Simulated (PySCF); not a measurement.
Predicted microwave data (PySCF, PBE0-D3(BJ)/def2-SVP geometry optimisation, gas phase) for one isomer of [C4H7S]-:

```
Rotational constants                         : A = 5039, B = 3338, C = 2201 MHz
Dipole components (about the centre of mass) : |μa| = 3.58 D, |μb| = 0.64 D, |μc| = 0.28 D
Inertial defect                              : -22.09 u·Å²
κ                                            : -0.20
```

Question: Which candidate fits, each taken in the one conformer that was computed?
A. `[CH2:1]=[CH:2][C@H:3]([CH3:4])[S-:5]` (charge -1) with C1–C2–C3–C4 -120°
B. `[CH2:1]=[C:2]([S-:3])[CH2:4][CH3:5]` (charge -1) with C1–C2–C4–C5 -120°
C. `[CH2:1]=[CH:2][CH2:3][CH2:4][S-:5]` (charge -1) with C1–C2–C3–C4 120°, C2–C3–C4–S5 178°

Answer: B. It is C=C([S-])CC, an asymmetric top, point group C1. The candidates at the same level (rigid rotor, commonest isotopes):

```
         SMILES  A (MHz)  B (MHz)  C (MHz)  μa (D)  μb (D)  μc (D)  Δ (u·Å²)  point group                        rotor
    C=C([S-])CC     5039     3338     2201    3.58    0.64    0.28    -22.09           C1               asymmetric top
C=C[C@H](C)[S-]     5580     2875     2070    3.11    2.28    0.07    -22.23           C1               asymmetric top
      C=CCC[S-]    19640     1434     1412    6.90    0.68    0.32    -20.16           C1  near-prolate asymmetric top
```

`C=CCC[S-]` has A 290 % too high; `C=C[C@H](C)[S-]` has B 14 % too low. No structure here is proved a minimum.
